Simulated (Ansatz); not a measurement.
# C2H8O: the cost of one run

Program: Ansatz 0.2.0. Level of theory: RKS PBE-D4/6-31G*. These are calculated values, not measurements.

### Step 1. The structure to begin with

Bond lengths: C3–C4 1.525 Å, C4–O5 1.409 Å, C3–H6 1.086 Å, C3–H7 1.088 Å, C3–H8 1.090 Å, C4–H9 1.092 Å, C4–H10 1.101 Å, O5–H11 0.964 Å. Angles: C3–C4–O5 112.6°, C3–C4–H9 110.3°, C3–C4–H10 109.9°, O5–C4–H9 105.3°, O5–C4–H10 110.2°, H9–C4–H10 108.4°, C4–C3–H6 110.1°, C4–C3–H7 110.0°, C4–C3–H8 110.5°, H6–C3–H7 109.1°, H6–C3–H8 108.6°, H7–C3–H8 108.6°, C4–O5–H11 108.5°.

Structure file:

```xyz
11

H    -0.2581    0.0346   -3.0770
H     0.3005   -0.2192   -2.5960
C    -0.7251    0.5846    0.7203
C     0.2119   -0.6187    0.7267
O     1.3072   -0.4575   -0.1446
H    -1.5674    0.4057    1.3823
H    -1.0961    0.7612   -0.2866
H    -0.2004    1.4775    1.0587
H    -0.3117   -1.5086    0.3706
H     0.5661   -0.8113    1.7507
H     1.7730    0.3518    0.0949
```

### Step 2. Relaxing the start

File input.yaml:

```yaml
crystal:
  periodic: [false, false, false]
  atoms:
    - { symbol: H, position_ang: [-0.2581, 0.0346, -3.077] }
    - { symbol: H, position_ang: [0.3005, -0.2192, -2.596] }
    - { symbol: C, position_ang: [-0.7251, 0.5846, 0.7203] }
    - { symbol: C, position_ang: [0.2119, -0.6187, 0.7267] }
    - { symbol: O, position_ang: [1.3072, -0.4575, -0.1446] }
    - { symbol: H, position_ang: [-1.5674, 0.4057, 1.3823] }
    - { symbol: H, position_ang: [-1.0961, 0.7612, -0.2866] }
    - { symbol: H, position_ang: [-0.2004, 1.4775, 1.0587] }
    - { symbol: H, position_ang: [-0.3117, -1.5086, 0.3706] }
    - { symbol: H, position_ang: [0.5661, -0.8113, 1.7507] }
    - { symbol: H, position_ang: [1.773, 0.3518, 0.0949] }
basis:
  gaussian: { orbitals: "6-31G*" }
hamiltonian:
  xc: pbe
  dispersion: d4
relax:
  f_tol: 0.02
  max_steps: 40
scf:
  lower_state_search: "off"
output:
  orbitals: {}
```

The run is started by

```
$ ansatz run input.yaml --threads 1 --pin off --max-ram 2048MiB --backend cpu --events-out ev --progress --plain --runs-dir out
```

What time and memory should one allow on 1 thread of an Arm CPU, shared host?

About 18 s, with a peak of 0.1 GiB.
